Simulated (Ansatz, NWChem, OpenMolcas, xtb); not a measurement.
**Loss of F2: C2F4 → C2F2 + F2**

Species: C2F4 (tetrafluoroethylene) `FC(F)=C(F)F`, singlet; C2F2 `FC#CF`, singlet; F2 (fluorine), singlet. 

Shapes, held fixed at every level: PBE0-D4/def2-TZVP. Programs: NWChem 7.3.0, OpenMolcas 26.06, xtb 6.7.1. Electronic energies: no zero-point or thermal term.

| level | kind | ΔE (kJ/mol) |
| --- | --- | --- |
| GFN2-xTB | semi-empirical | +525.5 |
| HF/STO-3G | Hartree–Fock | +462.4 |
| HF/3-21G | Hartree–Fock | +611.7 |
| HF/def2-SVP | Hartree–Fock | +744.0 |
| B3LYP/6-31G* (spherical functions) | global hybrid | +698.0 |
| PBE0/def2-SVP | global hybrid | +729.9 |

PBE0/def2-SVP gives ΔE = +729.9 kJ/mol; the levels span +462.4 to +744.0. GFN2-xTB strays far from the other rows. The median of the levels is +654.8. No measured value is set beside it here. Rows in sets without polarisation functions are far from converged.
